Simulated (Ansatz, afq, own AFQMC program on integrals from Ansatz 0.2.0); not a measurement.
**B2H2, triplet → B$_{2}$H$_{2}$, singlet, worked out**

```tsv
atom	x (Å)	y (Å)	z (Å)
B	0.0000	0.0000	0.6756
B	0.0000	0.0000	-0.9095
H	0.0000	1.0479	1.2540
H	0.0000	-1.0479	1.2540
```

Connectivity, by distances: BH2–B.

Both states at this geometry.

Basis cc-pVDZ. Only valence electrons are correlated. AFQMC by an in-house program on the Cholesky factors that Ansatz 0.2.0 writes for its CCSD(T) run. ph-AFQMC/CISD is guided by a CISD state made of CCSD amplitudes; releasing the constraint for a short imaginary time cuts its bias at the price of noise, slowly where states lie close. ± is one standard error of the sampling.

Total energies in eV. CBS is CCSD(T) at the limit of def2-TZVPP/QZVPP (extrapolated itself); the highest rung of each member is named.

Cautions: B₂H₂ (singlet): another spin lies lower, restricted determinant unstable towards unrestricted (UHF 870 meV lower, ⟨S²⟩ 0.95), the ph-AFQMC/CISD walk drifts between its halves (2.5 errors), CCSDTQ on the UHF determinant differs (786 meV lower), perhaps since the unrestricted series falls towards higher spin, its ph-AFQMC/CISD value lies 18 ± 5 meV above CCSDTQ.

```
       member  count  CCSD(T)/cc-pVDZ  highest rung in cc-pVDZ     which  CCSD(T)/CBS
B₂H₂, singlet     +1       -1374.6787               -1374.7301    CCSDTQ   -1376.3340
B₂H₂, triplet     -1       -1375.4776               -1375.5180  CCSDT(Q)   -1377.0268
```

Q: Work out the best estimate of the vertical spin gap: the CCSD(T)/CBS difference plus the step from CCSD(T) to the highest rung.

A: Sums with the counts: CCSD(T)/CBS 0.6928 eV, highest rung 0.7879 eV, CCSD(T)/cc-pVDZ 0.7989 eV. The step is 0.7879 − 0.7989 = -0.0110 eV, so the best estimate is 0.6928 + (-0.0110) = 0.6818 eV = 65.8 kJ/mol. The basis set is worth -0.106 eV of it. Zero-point, core-correlation and spin–orbit terms aren't in it.

Best estimates are given only where the step beyond CCSD(T) is under 0.3 eV and no member's determinant is very poor (T1 over 0.05, or 0.07 for open shells, ⟨S²⟩ too high by 0.3, two states mixed), so the hardest cases are missing from such tables.

CCSDT and higher add their correlation energy to the determinant of the CCSD(T) run, since their own runs factorise the integrals more tightly (a shift of under 2 meV). Each member of a difference takes its own highest rung, so a best estimate needn't equal the limit plus the step of one row.
